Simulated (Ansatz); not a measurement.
Calculation: Ansatz (a quantum-chemistry and plane-wave program) with frozen-core CCSD(T)/cc-pVTZ // B3LYP-D3(BJ)/def2-TZVP.

Ansatz 0.2 input:
```yaml
crystal:
  periodic: [false, false, false]
  atoms:
    - { symbol: Cl, position_ang: [2.060873, -0.253739, -0.000218] }
    - { symbol: Al, position_ang: [-0.000016, 0.000002, 0.0] }
    - { symbol: Cl, position_ang: [-0.810681, 1.911667, -0.0007] }
    - { symbol: Cl, position_ang: [-1.250176, -1.65793, 0.000918] }
basis:
  gaussian: { orbitals: cc-pVTZ }
correlation:
  method: ccsd_t
```

Output:

```
Functional definition: HF
823 factors; integrals over basis functions are off by at most 1.5e-3 eV
mean field evaluation 1: about -44100.5288 eV, gradient 1.9e1 eV
mean field evaluation 2: about -44100.7637 eV, gradient 2.0e1 eV
mean field evaluation 4: about -44101.9880 eV, gradient 1.4e0 eV
mean field evaluation 8: about -44102.0183 eV, gradient 2.5e-5 eV
mean field evaluation 16: about -44100.5284 eV, gradient 1.9e1 eV
mean field -44102.01828496 eV, -1620.7192785507 hartree, gradient 7.6e-7 eV, S^2 0.000000; 0 other end points of the search recorded, 0 dependent functions left out
20 core orbitals not correlated
reference -44102.01828496 eV, -1620.7192785507 hartree; 12, 12 occupied and 104, 104 virtual orbitals, 823 factors
second order -16.97994233 eV of doubles, -0.00000000 eV of singles
cycle   1  -17.88561943 eV  change   -9.1e-1 eV  update   7.1e-2
cycle   2  -18.20865681 eV  change   -3.2e-1 eV  update   1.9e-2
cycle   3  -18.26035030 eV  change   -5.2e-2 eV  update   8.9e-3
cycle   4  -18.25381752 eV  change    6.5e-3 eV  update   2.2e-3
cycle   5  -18.25304387 eV  change    7.7e-4 eV  update   6.9e-4
cycle   6  -18.25296772 eV  change    7.6e-5 eV  update   1.9e-4
cycle   7  -18.25293314 eV  change    3.5e-5 eV  update   5.5e-5
cycle   8  -18.25295211 eV  change   -1.9e-5 eV  update   1.5e-5
perturbative correction -0.75654472 eV, -0.0278025058 hartree
Total energy: -44121.02778180 eV, -1621.4178646744 hartree
```

Cost: roughly 18 core-seconds.
